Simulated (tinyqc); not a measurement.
Coupled-perturbed Hartree-Fock on RHF in the sto-6g basis, for OH-, spin multiplicity 1, step by step. The basis has no diffuse functions, so it cannot describe the extra electron: this is an exercise in the method, not the real anion. Computed by tinyqc, a small Python program that keeps every step (integrals from PySCF). Settings: charge = -1, multiplicity = 1, basis = sto-6g, method = RHF, energy threshold = 1e-10, iteration cap = 68, orthogonalisation = canonical, start = core, DIIS depth = 6. Command: `OMP_NUM_THREADS=1 python tinyqc.py 27924 27925 out.jsonl` (the two numbers bound the seeds that draw the settings). One thread of a shared host (Intel(R) Xeon(R) Processor @ 2.60GHz), about 0.2 s of CPU time with the checks. The early iterations of the SCF are left out here.

## One-electron integrals

Geometry (angstrom):

| atom | x | y | z |
|---|---|---|---|
| O | 0.00000 | 0.00000 | 0.00000 |
| H | 0.00000 | 0.00000 | 0.94000 |

Basis sto-6g: exponents (1/bohr^2) and contraction coefficients of normalised primitives:

| element | l (shell) | exponent | coefficient |
|---|---|---|---|
| O | s (1) | 1355.58423 | 0.00916 |
| O | s (1) | 248.54489 | 0.04936 |
| O | s (1) | 69.53390 | 0.16854 |
| O | s (1) | 23.88677 | 0.37056 |
| O | s (1) | 9.27593 | 0.41649 |
| O | s (1) | 3.82034 | 0.13033 |
| O | s (2) | 52.18776 | -0.01325 |
| O | s (2) | 10.32932 | -0.04699 |
| O | s (2) | 3.21034 | -0.03379 |
| O | s (2) | 1.23514 | 0.25024 |
| O | s (2) | 0.53642 | 0.59512 |
| O | s (2) | 0.24588 | 0.24071 |
| O | p (3) | 52.18776 | 0.00376 |
| O | p (3) | 10.32932 | 0.03768 |
| O | p (3) | 3.21034 | 0.17390 |
| O | p (3) | 1.23514 | 0.41804 |
| O | p (3) | 0.53642 | 0.42586 |
| O | p (3) | 0.24588 | 0.10171 |
| H | s (1) | 35.52322 | 0.00916 |
| H | s (1) | 6.51314 | 0.04936 |
| H | s (1) | 1.82214 | 0.16854 |
| H | s (1) | 0.62596 | 0.37056 |
| H | s (1) | 0.24308 | 0.41649 |
| H | s (1) | 0.10011 | 0.13033 |

Overlap, kinetic and nuclear-attraction integrals over the contracted functions; the nuclear repulsion is the sum of Za Zb / Rab.

nuclear repulsion = 4.5036358 hartree

overlap S:
```
          1O 1s    1O 2s   1O 2px   1O 2py   1O 2pz    2H 1s
1O 1s   1.00000  0.23114  0.00000  0.00000  0.00000  0.05766
1O 2s   0.23114  1.00000  0.00000  0.00000  0.00000  0.48812
1O 2px  0.00000  0.00000  1.00000  0.00000  0.00000  0.00000
1O 2py  0.00000  0.00000  0.00000  1.00000  0.00000  0.00000
1O 2pz  0.00000  0.00000  0.00000  0.00000  1.00000  0.39862
2H 1s   0.05766  0.48812  0.00000  0.00000  0.39862  1.00000
```

kinetic energy T (hartree):
```
           1O 1s     1O 2s   1O 2px   1O 2py   1O 2pz     2H 1s
1O 1s   29.32720  -0.89602  0.00000  0.00000  0.00000  -0.00174
1O 2s   -0.89602   0.84262  0.00000  0.00000  0.00000   0.13649
1O 2px   0.00000   0.00000  2.53131  0.00000  0.00000   0.00000
1O 2py   0.00000   0.00000  0.00000  2.53131  0.00000   0.00000
1O 2pz   0.00000   0.00000  0.00000  0.00000  2.53131   0.29522
2H 1s   -0.00174   0.13649  0.00000  0.00000  0.29522   0.76852
```

nuclear attraction V (hartree):
```
            1O 1s     1O 2s    1O 2px    1O 2py    1O 2pz     2H 1s
1O 1s   -61.82127  -6.28141   0.00000   0.00000  -0.01703  -1.80175
1O 2s    -6.28141  -9.55488   0.00000   0.00000  -0.18822  -3.75630
1O 2px    0.00000   0.00000  -9.51096   0.00000   0.00000   0.00000
1O 2py    0.00000   0.00000   0.00000  -9.51096   0.00000   0.00000
1O 2pz   -0.01703  -0.18822   0.00000   0.00000  -9.64154  -2.80387
2H 1s    -1.80175  -3.75630   0.00000   0.00000  -2.80387  -5.56709
```

core Hamiltonian H = T + V (hartree):
```
            1O 1s     1O 2s    1O 2px    1O 2py    1O 2pz     2H 1s
1O 1s   -32.49407  -7.17743   0.00000   0.00000  -0.01703  -1.80349
1O 2s    -7.17743  -8.71227   0.00000   0.00000  -0.18822  -3.61981
1O 2px    0.00000   0.00000  -6.97965   0.00000   0.00000   0.00000
1O 2py    0.00000   0.00000   0.00000  -6.97965   0.00000   0.00000
1O 2pz   -0.01703  -0.18822   0.00000   0.00000  -7.11023  -2.50865
2H 1s    -1.80349  -3.61981   0.00000   0.00000  -2.50865  -4.79857
```

## Two-electron integrals

Functions are numbered as in S; the eight-fold symmetry (ij|kl) = (ji|kl) = (kl|ij) leaves the list below.

Two-electron integrals (ij|kl) in chemists' order, unique and non-zero (hartree):
```
(11|11) 4.78749   (21|11) 0.67588   (21|21) 0.12150   (22|11) 1.11738
(22|21) 0.24921   (22|22) 0.81738   (31|31) 0.02576   (32|31) 0.03914
(32|32) 0.18066   (33|11) 1.11738   (33|21) 0.24921   (33|22) 0.81738
(33|33) 0.88066   (41|41) 0.02576   (42|41) 0.03914   (42|42) 0.18066
(43|43) 0.04746   (44|11) 1.11738   (44|21) 0.24921   (44|22) 0.81738
(44|33) 0.78574   (44|44) 0.88066   (51|51) 0.02576   (52|51) 0.03914
(52|52) 0.18066   (53|53) 0.04746   (54|54) 0.04746   (55|11) 1.11738
(55|21) 0.24921   (55|22) 0.81738   (55|33) 0.78574   (55|44) 0.78574
(55|55) 0.88066   (61|11) 0.18008   (61|21) 0.03101   (61|22) 0.06216
(61|33) 0.06203   (61|44) 0.06203   (61|51) 0.00151   (61|52) 0.00294
(61|55) 0.06243   (61|61) 0.00807   (62|11) 0.41563   (62|21) 0.09389
(62|22) 0.33822   (62|33) 0.33278   (62|44) 0.33278   (62|51) 0.00746
(62|52) 0.05378   (62|55) 0.34912   (62|61) 0.02406   (62|62) 0.17023
(63|31) 0.01071   (63|32) 0.05934   (63|53) 0.01124   (63|63) 0.02483
(64|41) 0.01071   (64|42) 0.05934   (64|54) 0.01124   (64|64) 0.02483
(65|11) 0.28951   (65|21) 0.06636   (65|22) 0.25498   (65|33) 0.24332
(65|44) 0.24332   (65|51) 0.01542   (65|52) 0.09821   (65|55) 0.27830
(65|61) 0.01783   (65|62) 0.15609   (65|65) 0.16664   (66|11) 0.54013
(66|21) 0.12426   (66|22) 0.50939   (66|33) 0.48879   (66|44) 0.48879
(66|51) 0.01350   (66|52) 0.13038   (66|55) 0.55059   (66|61) 0.03222
(66|62) 0.31632   (66|65) 0.33173   (66|66) 0.77500
```

## Orthogonalisation

S = U s U^T; canonical form X = U s^(-1/2), so that X^T S X = 1. Each column of U has its largest component positive (the first on a tie).

eigenvalues of S: 0.35726  0.84343  1.00000  1.00000  1.12513  1.67419

X:
```
               1         2        3         4         5        6
1O 1s    0.24167   0.77975  0.00000   0.00000  -0.59769  0.19611
1O 2s   -0.95820  -0.47401  0.00000   0.00000  -0.37046  0.44267
1O 2px   0.00000   0.00000  0.16296   0.98663   0.00000  0.00000
1O 2py   0.00000   0.00000  0.98663  -0.16296   0.00000  0.00000
1O 2pz  -0.71153   0.55296  0.00000   0.00000   0.59912  0.30659
2H 1s    1.14729  -0.21720  0.00000   0.00000   0.18806  0.51854
```

Within a degenerate level the vectors are fixed only up to a rotation; this is one choice.

## Iteration 7 (converged): orbitals

converged F (hartree):
```
            1O 1s     1O 2s   1O 2px   1O 2py    1O 2pz     2H 1s
1O 1s   -19.62881  -4.77573  0.00000  0.00000  -0.02497  -1.19988
1O 2s    -4.77573  -1.67604  0.00000  0.00000  -0.07168  -0.74564
1O 2px    0.00000   0.00000  0.24771  0.00000   0.00000   0.00000
1O 2py    0.00000   0.00000  0.00000  0.24771   0.00000   0.00000
1O 2pz   -0.02497  -0.07168  0.00000  0.00000   0.39652  -0.31929
2H 1s    -1.19988  -0.74564  0.00000  0.00000  -0.31929  -0.16575
```

Diagonalise F' = X^T F X, C = X C', fill 5 alpha and 5 beta electrons from the bottom; D = 2 C_occ C_occ^T. Each column has its largest component positive (the first on a tie).

F' = X^T F X (hartree):
```
          1         2        3        4         5         6
1   0.91533  -1.44730  0.00000  0.00000   0.77883  -0.39576
2  -1.44730  -8.32175  0.00000  0.00000   8.73305  -4.03373
3   0.00000   0.00000  0.24771  0.00000   0.00000   0.00000
4   0.00000   0.00000  0.00000  0.24771   0.00000   0.00000
5   0.77883   8.73305  0.00000  0.00000  -8.86908   4.52480
6  -0.39576  -4.03373  0.00000  0.00000   4.52480  -2.63020
```

orbital energies (hartree): MO1 -19.63228, MO2 -0.60773, MO3 0.06726, MO4 0.24771, MO5 0.24771, MO6 1.26705

coefficients C:
```
             MO1       MO2       MO3       MO4      MO5       MO6
1O 1s    0.99659  -0.22267   0.10799   0.00000  0.00000   0.08761
1O 2s    0.01556   0.84241  -0.61030   0.00000  0.00000  -0.62743
1O 2px   0.00000   0.00000   0.00000   1.00000  0.00263   0.00000
1O 2py   0.00000   0.00000   0.00000  -0.00263  1.00000   0.00000
1O 2pz   0.00309   0.07624   0.55914   0.00000  0.00000  -0.97290
2H 1s   -0.00478   0.28222   0.65053   0.00000  0.00000   1.07928
```

D after iteration 7:
```
           1O 1s     1O 2s   1O 2px   1O 2py    1O 2pz     2H 1s
1O 1s    2.10887  -0.47596  0.00000  0.00000   0.09297   0.00530
1O 2s   -0.47596   2.16474  0.00000  0.00000  -0.55394  -0.31869
1O 2px   0.00000   0.00000  2.00000  0.00000   0.00000   0.00000
1O 2py   0.00000   0.00000  0.00000  2.00000   0.00000   0.00000
1O 2pz   0.09297  -0.55394  0.00000  0.00000   0.63693   0.77049
2H 1s    0.00530  -0.31869  0.00000  0.00000   0.77049   1.00574
```

Within a degenerate level the vectors are fixed only up to a rotation; this is one choice.

## Convergence

Stop when the energy changes by less than 1e-10 hartree and every element of the error matrix X^T (F D S - S D F) X is below 3e-06.

Course of the cycle:

| iteration | E (hartree) | change | largest element of the error matrix |
|---|---|---|---|
| 1 | -73.6481524 | - | 9.42e-01 |
| 2 | -74.7650494 | -1.12e+00 | 1.27e-01 |
| 3 | -74.7729482 | -7.90e-03 | 1.86e-02 |
| 4 | -74.7731166 | -1.68e-04 | 1.76e-03 |
| 5 | -74.7731183 | -1.68e-06 | 5.93e-05 |
| 6 | -74.7731183 | -2.29e-09 | 1.80e-07 |
| 7 | -74.7731183 | -5.68e-14 | 4.51e-10 |

PySCF RHF in the same basis = -74.7731183 hartree

Converged in 7 iterations.

## Integrals over molecular orbitals

(pq|rs) = sum C_ip C_jq C_kr C_ls (ij|kl), one index at a time.

one-electron integrals over orbitals h = C^T H C (hartree):
```
           1         2         3         4         5         6
1  -32.48001   0.58676  -0.28307   0.00000   0.00000  -0.23867
2    0.58676  -7.15084   0.69593   0.00000   0.00000   1.15260
3   -0.28307   0.69593  -6.00929   0.00000   0.00000   1.30322
4    0.00000   0.00000   0.00000  -6.97965   0.00000   0.00000
5    0.00000   0.00000   0.00000   0.00000  -6.97965   0.00000
6   -0.23867   1.15260   1.30322   0.00000   0.00000  -5.60686
```

Two-electron integrals over orbitals (pq|rs), unique and non-zero (hartree):
```
(11|11) 4.76128    (21|11) -0.43006   (21|21) 0.06241    (22|11) 1.01333
(22|21) -0.01503   (22|22) 0.72848    (31|11) 0.21595    (31|21) -0.02993
(31|22) 0.01425    (31|31) 0.02546    (32|11) -0.19348   (32|21) 0.00996
(32|22) -0.01316   (32|31) 0.01075    (32|32) 0.15051    (33|11) 0.86643
(33|21) -0.00985   (33|22) 0.65209    (33|31) -0.00351   (33|32) -0.03936
(33|33) 0.68167    (41|41) 0.02673    (42|41) 0.03241    (42|42) 0.14441
(43|41) -0.01497   (43|42) -0.05464   (43|43) 0.05034    (44|11) 1.11707
(44|21) -0.01160   (44|22) 0.74638    (44|31) 0.00554    (44|32) -0.09891
(44|33) 0.65862    (44|44) 0.88066    (51|51) 0.02673    (52|51) 0.03241
(52|52) 0.14441    (53|51) -0.01497   (53|52) -0.05464   (53|53) 0.05034
(54|54) 0.04746    (55|11) 1.11707    (55|21) -0.01160   (55|22) 0.74638
(55|31) 0.00554    (55|32) -0.09891   (55|33) 0.65862    (55|44) 0.78574
(55|55) 0.88066    (61|11) 0.18243    (61|21) -0.02903   (61|22) -0.00207
(61|31) -0.00095   (61|32) -0.02381   (61|33) 0.01498    (61|44) 0.00442
(61|55) 0.00442    (61|61) 0.03350    (62|11) -0.24813   (62|21) 0.00535
(62|22) -0.11607   (62|31) -0.01797   (62|32) -0.01235   (62|33) -0.01752
(62|44) -0.12654   (62|55) -0.12654   (62|61) 0.01718    (62|62) 0.11024
(63|11) -0.25795   (63|21) 0.00373    (63|22) -0.08498   (63|31) 0.00477
(63|32) 0.11733    (63|33) -0.07234   (63|44) -0.14232   (63|55) -0.14232
(63|61) -0.01021   (63|62) 0.04611    (63|63) 0.15241    (64|41) -0.01143
(64|42) -0.04462   (64|43) -0.00549   (64|64) 0.03892    (65|51) -0.01143
(65|52) -0.04462   (65|53) -0.00549   (65|65) 0.03892    (66|11) 0.95204
(66|21) -0.01040   (66|22) 0.68960    (66|31) 0.01698    (66|32) 0.04010
(66|33) 0.65015    (66|44) 0.66609    (66|55) 0.66609    (66|61) -0.01097
(66|62) -0.08940   (66|63) -0.03028   (66|66) 0.72897
```

## Response to a field: uncoupled start

dipole integrals <a|y|i> (bohr):
```
         i1       i2       i3       i4        i5
a6  0.00000  0.00000  0.00000  0.00016  -0.06092
```

Field along y; U_ai = -mu_ai / (e_a - e_i), alpha = -4 sum U_ai mu_ai.

uncoupled U:
```
         i1       i2       i3        i4       i5
a6  0.00000  0.00000  0.00000  -0.00016  0.05977
```

uncoupled polarisability = 0.01456 bohr^3

## Coupled step 1

U_ai = -(mu_ai + sum_bj [4 (ai|bj) - (ab|ij) - (aj|bi)] U_bj) / (e_a - e_i); alpha = -4 sum U_ai mu_ai.

U after step 1:
```
         i1       i2       i3        i4       i5
a6  0.00000  0.00000  0.00000  -0.00024  0.09198
```

polarisability = 0.02241 bohr^3

## Coupled step 2

As before.

U after step 2:
```
         i1       i2       i3        i4       i5
a6  0.00000  0.00000  0.00000  -0.00029  0.10933
```

polarisability = 0.02664 bohr^3

## Coupled polarisability

Repeat until U stops changing; compare with -d2E/dF2.

Course of the coupled iterations:

| step | alpha (bohr^3) |
|---|---|
| 0 | 0.01456 |
| 1 | 0.02241 |
| 2 | 0.02664 |
| 3 | 0.02892 |
| 4 | 0.03015 |
| 5 | 0.03081 |
| 6 | 0.03117 |
| 7 | 0.03136 |
| 8 | 0.03147 |
| 9 | 0.03152 |
| 10 | 0.03155 |
| 11 | 0.03157 |
| ... | ... |
| 15 | 0.03159 |
| 16 | 0.03159 |
| 17 | 0.03159 |
| 18 | 0.03159 |
| 19 | 0.03159 |
| 20 | 0.03159 |
| 21 | 0.03159 |
| 22 | 0.03159 |
| 23 | 0.03159 |
| 24 | 0.03159 |
| 25 | 0.03159 |
| 26 | 0.03159 |

coupled polarisability = 0.03159 bohr^3

finite-field check, fields of +/-0.001 au = 0.03159 bohr^3
